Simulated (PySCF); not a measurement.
Cartesian coordinates in Å; atom numbers follow the order of the lines, from 1:
```xyz
15

C     1.0771    1.1228    0.3246
N    -0.0137    1.7040    0.1096
C    -1.1974    0.9539   -0.2141
C    -1.1184   -0.5424    0.0964
C     0.2098   -1.0903   -0.4174
C     1.3493   -0.3547    0.2846
H     1.9209    1.7604    0.5709
H    -2.0226    1.4232    0.3306
H    -1.3862    1.1128   -1.2821
H    -1.9590   -1.0615   -0.3664
H    -1.1770   -0.6922    1.1771
H     0.2769   -0.9208   -1.4949
H     0.2808   -2.1653   -0.2399
H     2.3030   -0.5343   -0.2169
H     1.4521   -0.7075    1.3161
```

Method: geometry from GFN2-xTB, shieldings: GIAO PBE0/pcSseg-1, in PySCF 2.14 (non-relativistic, one averaged value for each set of equivalent atoms, single conformer, isolated molecule).

Scale: 13C (σref 186.93), 1H (σref 31.72) against TMS; 15N (σref 267.73) vs NH3 (reference shieldings calculated alike).

```csv
atoms,nucleus,count,Hirshfeld charge,δ (ppm)
H14/H15,1H,2,0.05,2.03
H8/H9,1H,2,0.04,3.97
C4,13C,1,-0.07,?
C6,13C,1,-0.07,32.2
C3,13C,1,-0.03,?
H10/H11,1H,2,0.04,1.53
H7,1H,1,0.04,7.93
H12/H13,1H,2,0.04,1.62
C1,13C,1,0.04,165.4
C5,13C,1,-0.07,?
N2,15N,1,-0.17,379.6
```

Problem. Fill in the missing shifts.

Solution. 
- C3: 53.0 ppm, sp3 CH2 bonded to N; deshielded by the electronegative neighbour
- C4: 26.1 ppm, sp3 CH2 in a ring; saturated and bonded to C and H only
- C5: 22.7 ppm, sp3 CH2 in a ring; saturated and bonded to C and H only

Shifts are as computed. Against solution values, carbons near 30 ppm lie about +3 ppm off and those near 130 ppm about +5 ppm. Of 1211 compounds with measured shifts, 218 miss one by over three times the rms of a fit or turn the order of signals round; such compounds aren't used in these exercises. Experimental scales use liquid or dissolved standards, which lie at an offset from isolated NH3 (liquid NH3: subtract about 20 ppm). Unscaled 15N shifts of sp2 nitrogen come out 20 to 40 ppm too high even then.
